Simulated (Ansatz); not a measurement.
A nudged elastic band was laid between two geometries of BH4N + H2S (9 atoms, charge 0, multiplicity 1).

Computed with Ansatz, RKS B3LYP-D4/6-31G*.

```
movable images  : 7
climbing image  : yes
spring          : 0.1 eV/Å²
optimiser       : quadratic models (default)
start path      : through a guess of the saddle point
force threshold : 0.03 eV/Å
iteration limit : 60
end points      : relaxed
```

Initial state:

```xyz
9
Properties=species:S:1:pos:R:3
B 0.134 -0.606 0.230
N 0.120 -0.309 1.594
H -0.730 -0.207 2.134
H 0.959 -0.258 2.158
H 1.185 -0.756 -0.319
H -0.908 -0.686 -0.352
S -0.877 3.287 1.410
H -1.607 3.124 0.285
H -0.276 2.084 1.271
```

Final state:

```xyz
9
Properties=species:S:1:pos:R:3
B -0.116 0.464 0.199
N 0.004 0.138 1.857
H -0.698 -0.532 2.172
H 0.923 -0.232 2.099
H 0.923 0.078 -0.267
H -1.098 -0.125 -0.168
S -0.236 2.364 0.019
H -1.576 2.506 0.131
H -0.126 1.013 2.370
```

Task: What changes between the two ends?

Result: Bonds broken: S7–H9. Bonds formed: B1–S7, N2–H9. BH4N + H2S becomes BH6NS.

Task: What energy profile does the band end with?

Result: The run converged. The highest image is number 4 of 0 to 8, 0.98 eV above the first end and 1.30 eV above the last; the last end lies 0.32 eV below the first. Another band between the same ends (7 images) ends at a top of the same energy, where a vibrational analysis finds 1 clearly imaginary mode. The orbitals stay closed-shell, which can raise the energy where a bond breaks towards radicals; this wasn't checked here.

```csv
image,path coordinate (Å),energy (eV),S7–H9 (Å),B1–S7 (Å),N2–H9 (Å)
0,0.00,0.00,1.35,4.19,2.45
1,0.67,0.01,1.35,3.93,2.48
2,1.35,0.03,1.35,3.54,2.47
3,2.02,0.24,1.36,2.91,2.11
4,2.70,0.98,1.54,2.26,1.48
5,3.02,0.48,1.84,2.12,1.16
6,3.35,-0.12,2.20,1.98,1.04
7,3.68,-0.31,2.56,1.92,1.02
8,4.04,-0.32,2.71,1.91,1.02
```

Task: What is the geometry of the highest image?

Result: 
```xyz
9
Properties=species:S:1:pos:R:3:forces:R:3
B -0.038 0.114 0.296 -0.01 0.00 0.01
N -0.029 0.092 1.831 0.01 -0.01 -0.01
H -0.827 -0.339 2.287 0.00 0.01 0.00
H 0.831 -0.221 2.274 0.00 0.00 0.00
H 1.020 -0.054 -0.232 0.00 0.00 0.00
H -1.042 -0.259 -0.234 0.00 0.00 0.00
S -0.219 2.368 0.287 0.00 0.01 -0.01
H -1.568 2.428 0.310 0.00 0.00 0.00
H -0.128 1.545 1.592 0.00 -0.01 0.01
```

The run took 5 min on 1 thread of Arm Neoverse V1 (shared host), peak memory 0.12 GiB.
